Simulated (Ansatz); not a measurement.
**AlNH₂ (triplet): RPA-PBE over vertical spin and charge gaps, cc-pVTZ**

How well do these functionals follow the top wave-function level for AlNH₂ (triplet) over vertical spin and charge gaps?

The runs use Ansatz 0.2.0, Gaussian basis; cc-pVTZ, all electrons in the functionals, frozen cores in the correlation of double hybrids and RPA.

To be run: RPA-PBE, at charge 0, triplet; charge 0, singlet; charge 0, quintet; charge 1, doublet; charge 1, quartet.

16 further runs of the same task are left out: 10 for a known fault of the program, 6 set aside as unsound or not needed.

**1. The geometry**

The geometry is a PBE0/def2-TZVP stationary point (not a proven minimum).

4 atoms, charge 0, spin multiplicity 3.

Atoms are counted from 1 here; the program's logs count them from 0.

Bond lengths: Al1–N2 1.771 Å, N2–H3 1.007 Å, N2–H4 1.007 Å. Angles: Al1–N2–H3 124.1°, Al1–N2–H4 124.1°, H3–N2–H4 111.7°.

No dispersion term is added.

The geometry shown and the zero of energy belong to the point charge 0, triplet. The yardstick, UCCSDT(Q), and other wave-function levels (R restricted, U unrestricted, valence and pair active spaces) come from earlier runs.

**2. RPA-PBE, charge 0, triplet**

The input, in.yaml:

```yaml
crystal:
  periodic: [false, false, false]
  atoms:
    - {symbol: Al, position_ang: [0.000000, 0.000000, 0.686473]}
    - {symbol: N, position_ang: [0.000000, 0.000000, -1.084932]}
    - {symbol: H, position_ang: [0.000000, 0.833405, -1.649784]}
    - {symbol: H, position_ang: [0.000000, -0.833405, -1.649784]}
basis:
  gaussian: {orbitals: cc-pVTZ}
magnetization: {spin_polarized: true, initial_magnetization: 2}
hamiltonian: {xc: {name: PBE}}
correlation: {method: rpa, electrons: outside_noble_gas}
```

Command:

```console
$ ansatz run in.yaml --threads 2 --pin off --events-out ev --progress --plain --max-ram 16896MiB --backend cuda --devices 0, --max-vram 18GiB
```

The log of the run:

```text
Functional definition: PBE
  name "PBE"
  cite "Perdew, Burke & Ernzerhof, Phys. Rev. Lett. 77, 3865 (1996) doi:10.1103/PhysRevLett.77.3865"
  parent pbe
  parameter kappa = 0.804
  parameter beta = 0.06672455060314922
  exchange = pbe_x(kappa = kappa, mu = beta*pi^2/3)
  correlation = pbe_c(beta = beta)
551 factors; integrals over basis functions are off by at most 1.3e-3 eV
mean field evaluation 1: about -8101.0544 eV, gradient 5.4e1 eV
mean field evaluation 2: about -8101.0524 eV, gradient 5.4e1 eV
mean field evaluation 4: about -8109.9720 eV, gradient 1.8e1 eV
mean field evaluation 8: about -8112.5280 eV, gradient 1.6e-1 eV
mean field evaluation 16: about -8112.5264 eV, gradient 1.5e-4 eV
mean field evaluation 32: about -8109.6054 eV, gradient 7.5e-2 eV
mean field evaluation 64: about -8109.6343 eV, gradient 3.1e-1 eV
mean field evaluation 96: about -8111.2993 eV, gradient 2.3e0 eV
mean field evaluation 128: about -8049.4982 eV, gradient 3.8e1 eV
mean field -8112.52638762 eV, -298.1298458773 hartree, gradient 9.1e-6 eV, S^2 2.004272; 11 other end points of the search recorded, 0 dependent functions left out
6 core orbitals not correlated: weight in the atoms' cores, before any rotation towards them, 1.000 or more for the frozen orbitals, at most 0.000 for the correlated occupied ones
reference -8095.20795322 eV, -297.4934051517 hartree; 6, 4 occupied and 80, 82 virtual orbitals, 551 factors
Total energy: -8107.28658668 eV, -297.9372867444 hartree
```

Wall time 3.6 s (1 × H100 (card shared with other runs) with 2 threads of AMD EPYC 7R13, shared host); peak host memory 0.89 GiB.

From the report: ⟨S²⟩ of the determinant 2.004 (pure triplet: 2.00).

**3. RPA-PBE, charge 0, singlet**

Changes to in.yaml since step 2:

```diff
@@ -9,3 +9,3 @@
   gaussian: {orbitals: cc-pVTZ}
-magnetization: {spin_polarized: true, initial_magnetization: 2}
+magnetization: {spin_polarized: true, initial_magnetization: 0}
 hamiltonian: {xc: {name: PBE}}
```

Command:

```console
$ ansatz run in.yaml --threads 1 --pin off --events-out ev --progress --plain --max-ram 2816MiB --backend cpu
```

The log of the run (excerpt; [...] marks lines left out):

```text
Functional definition: PBE
  name "PBE"
  cite "Perdew, Burke & Ernzerhof, Phys. Rev. Lett. 77, 3865 (1996) doi:10.1103/PhysRevLett.77.3865"
  parent pbe
[...]
551 factors; integrals over basis functions are off by at most 1.3e-3 eV
[...]
mean field -8114.92474876 eV, -298.2179840233 hartree, gradient 2.5e-6 eV, S^2 0.000000; 2 other end points of the search recorded, 0 dependent functions left out
6 core orbitals not correlated: weight in the atoms' cores, before any rotation towards them, 1.000 or more for the frozen orbitals, at most 0.000 for the correlated occupied ones
reference -8097.00118270 eV, -297.5593051198 hartree; 5, 5 occupied and 81, 81 virtual orbitals, 551 factors
Total energy: -8109.76253775 eV, -298.0282762678 hartree
```

It took 2.3 s on 1 thread of AMD EPYC 7R13, shared host.

From the report: ⟨S²⟩ of the determinant 0.000 (pure singlet: 0.00).

From charge 0, triplet: -238.9 kJ/mol.

**4. RPA-PBE, charge 0, quintet**

Changes to in.yaml since step 3:

```diff
@@ -9,3 +9,3 @@
   gaussian: {orbitals: cc-pVTZ}
-magnetization: {spin_polarized: true, initial_magnetization: 0}
+magnetization: {spin_polarized: true, initial_magnetization: 4}
 hamiltonian: {xc: {name: PBE}}
```

Command:

```console
$ ansatz run in.yaml --threads 2 --pin off --events-out ev --progress --plain --max-ram 16896MiB --backend cuda --devices 0, --max-vram 18GiB
```

The log of the run (excerpt; [...] marks lines left out):

```text
Functional definition: PBE
  name "PBE"
  cite "Perdew, Burke & Ernzerhof, Phys. Rev. Lett. 77, 3865 (1996) doi:10.1103/PhysRevLett.77.3865"
  parent pbe
[...]
551 factors; integrals over basis functions are off by at most 1.3e-3 eV
[...]
mean field -8107.76957346 eV, -297.9550361811 hartree, gradient 4.0e-6 eV, S^2 6.002552; 8 other end points of the search recorded, 0 dependent functions left out
6 core orbitals not correlated: weight in the atoms' cores, before any rotation towards them, 1.000 or more for the frozen orbitals, at most 0.000 for the correlated occupied ones
reference -8092.02216371 eV, -297.3763295467 hartree; 7, 3 occupied and 79, 83 virtual orbitals, 551 factors
Total energy: -8102.69364289 eV, -297.7684991732 hartree
```

It took 9.5 s on 1 × H100 (card shared with other runs) with 2 threads of AMD EPYC 7R13, shared host; peak host memory 0.9 GiB.

From the report: ⟨S²⟩ of the determinant 6.003 (pure quintet: 6.00).

From charge 0, triplet: +443.2 kJ/mol.

**5. RPA-PBE, charge 1, doublet**

Changes to in.yaml since step 4:

```diff
@@ -9,3 +9,4 @@
   gaussian: {orbitals: cc-pVTZ}
-magnetization: {spin_polarized: true, initial_magnetization: 4}
+total_charge: 1
+magnetization: {spin_polarized: true, initial_magnetization: 1}
 hamiltonian: {xc: {name: PBE}}
```

The command is unchanged.

The log of the run (excerpt; [...] marks lines left out):

```text
Functional definition: PBE
  name "PBE"
  cite "Perdew, Burke & Ernzerhof, Phys. Rev. Lett. 77, 3865 (1996) doi:10.1103/PhysRevLett.77.3865"
  parent pbe
[...]
550 factors; integrals over basis functions are off by at most 1.3e-3 eV
[...]
mean field -8106.62630363 eV, -297.9130217899 hartree, gradient 1.8e-6 eV, S^2 0.753060; 5 other end points of the search recorded, 0 dependent functions left out
6 core orbitals not correlated: weight in the atoms' cores, before any rotation towards them, 1.000 or more for the frozen orbitals, at most 0.000 for the correlated occupied ones
reference -8089.56997068 eV, -297.2862131151 hartree; 5, 4 occupied and 81, 82 virtual orbitals, 550 factors
Total energy: -8101.11133355 eV, -297.7103503774 hartree
```

Wall time 6 s (1 × H100 (card shared with other runs) with 2 threads of AMD EPYC 7R13, shared host); peak host memory 0.9 GiB.

From the report: ⟨S²⟩ of the determinant 0.753 (pure doublet: 0.75).

From charge 0, triplet: +595.8 kJ/mol.

**6. RPA-PBE, charge 1, quartet**

Changes to in.yaml since step 5:

```diff
@@ -10,3 +10,3 @@
 total_charge: 1
-magnetization: {spin_polarized: true, initial_magnetization: 1}
+magnetization: {spin_polarized: true, initial_magnetization: 3}
 hamiltonian: {xc: {name: PBE}}
```

Same command.

The log of the run (excerpt; [...] marks lines left out):

```text
Functional definition: PBE
  name "PBE"
  cite "Perdew, Burke & Ernzerhof, Phys. Rev. Lett. 77, 3865 (1996) doi:10.1103/PhysRevLett.77.3865"
  parent pbe
[...]
551 factors; integrals over basis functions are off by at most 1.3e-3 eV
[...]
mean field -8102.41941221 eV, -297.7584213817 hartree, gradient 6.5e-7 eV, S^2 3.752341; 6 other end points of the search recorded, 0 dependent functions left out
6 core orbitals not correlated: weight in the atoms' cores, before any rotation towards them, 1.000 or more for the frozen orbitals, at most 0.000 for the correlated occupied ones
reference -8086.99193930 eV, -297.1914722094 hartree; 6, 3 occupied and 80, 83 virtual orbitals, 551 factors
Total energy: -8097.16754077 eV, -297.5654186662 hartree
```

Run time: 2.8 s. Hardware: 1 × H100 (card shared with other runs) with 2 threads of AMD EPYC 7R13, shared host; peak host memory 0.89 GiB.

From the report: ⟨S²⟩ of the determinant 3.752 (pure quartet: 3.75).

From charge 0, triplet: +976.3 kJ/mol.

**7. Against the wave-function levels**

The yardstick is UCCSDT(Q), where the cluster series has nearly closed. It comes from earlier runs at the same points. Energies in kJ/mol, counted from charge 0, triplet; blanks weren't run or aren't comparable.

```csv
level,triplet to singlet,triplet to quintet,ionisation to the doublet cation,ionisation to the quartet cation
UCCSDT(Q),,440.3,567.6,958.5
RPA-PBE,-238.9,443.2,595.8,976.3
```

Largest miss and mean time a point (UCCSDT(Q) took 13 s a point; shared hosts):

| level | largest miss (kJ/mol) | where | time a point |
| --- | --- | --- | --- |
| RPA-PBE | +28.2 | ionisation to the doublet cation | 4.8 s |

**8. Results**

```
                                   quantity                                            value
              triplet to quintet, UCCSDT(Q)                                     440.3 kJ/mol
ionisation to the doublet cation, UCCSDT(Q)                                     567.6 kJ/mol
ionisation to the quartet cation, UCCSDT(Q)                                     958.5 kJ/mol
                      largest miss, RPA-PBE  +28.2 kJ/mol (ionisation to the doublet cation)
```

Misses are known at 3 of 4 points at best, and only functionals with that many are ranked. RPA-PBE strays by up to 28.2 kJ/mol, at ionisation to the doublet cation. Functionals and the yardstick converge differently with the basis, so part of each miss in cc-pVTZ is the basis.
